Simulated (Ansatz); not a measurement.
# Al₂NH+ (quartet): wave-function methods side by side, cc-pVDZ

The task here is to estimate one member of a computed series from the others.

The runs use Ansatz 0.2.0, Gaussian basis; cc-pVDZ, core rule «outside noble gas», up to 11 orbitals frozen.

To be run: UHF; CCSD(T) on ROHF; CCSD(T) on UHF; BCCD(T) on ROHF; CISD; CCSDT(Q) on ROHF; CCSDT(Q) on UHF.

20 further runs of the same task are left out: 2 for a mislabelled method, 8 that didn't finish, 10 set aside as unsound or not needed.

### The system

The geometry is a PBE0/def2-TZVP stationary point (not a proven minimum) of the parent state, kept for this charge and spin.

4 atoms, charge 1, spin multiplicity 4.

Atoms are counted from 1 here; the program's logs count them from 0.

Bond lengths: Al1–Al2 2.591 Å, Al1–H4 1.603 Å, Al2–N3 1.750 Å. Angles: Al2–Al1–H4 120.6°, Al1–Al2–N3 159.8°.

Set-up of the first run:

in.yaml reads:

```yaml
crystal:
  periodic: [false, false, false]
  atoms:
    - {symbol: Al, position_ang: [0.000000, -0.162621, 1.857018]}
    - {symbol: Al, position_ang: [0.000000, 0.205260, -0.708096]}
    - {symbol: N, position_ang: [0.000000, -0.160437, -2.419003]}
    - {symbol: H, position_ang: [0.000000, 1.088104, 2.859862]}
basis:
  gaussian: {orbitals: cc-pVDZ}
total_charge: 1
magnetization: {spin_polarized: true, initial_magnetization: 3}
hamiltonian: {xc: hf}
output: {orbitals: {seedname: orbitals}}
```

On the command line:

```sh
ansatz run in.yaml --threads 1 --pin off --events-out ev --progress --plain --max-ram 2393MiB
```

Steps of the session up to this table: UHF; CCSD(T) on ROHF; CCSD(T) on UHF; BCCD(T) on ROHF; CISD; CCSDT(Q) on ROHF; CCSDT(Q) on UHF.

One table of the session follows, with a row left open; its other results are not shown here.

It belongs to the step «Misses and costs». 

| method | from UCCSDT(Q) (meV) |
| --- | --- |
| ROHF | +6199.2 |
| UHF | +5941.5 |
| RMP2 | +1339.5 |
| UMP2 | +1325.8 |
| CISD | +706.4 |
| RCCSD | ? |
| UCCSD | +204.2 |
| RCCSD(T) | +57.2 |
| UCCSD(T) | +55.3 |
| BCCD(T) | +57.1 |
| RCCSDT | +13.8 |
| UCCSDT | +11.9 |
| RCCSDT(Q) | +2.7 |
| UCCSDT(Q) | 0 |

Q: Estimate the row for RCCSD from the others.

The run gave: from UCCSDT(Q) (meV): +213.1. In the column «from UCCSDT(Q) (meV)» it lies between UCCSD (+204.2) and CISD (+706.4).

Caveats from the session: Restricted and unrestricted rows rest on different reference determinants; where their highest levels disagree by more than a few hundredths of an eV, they describe different states and don't form one ladder.
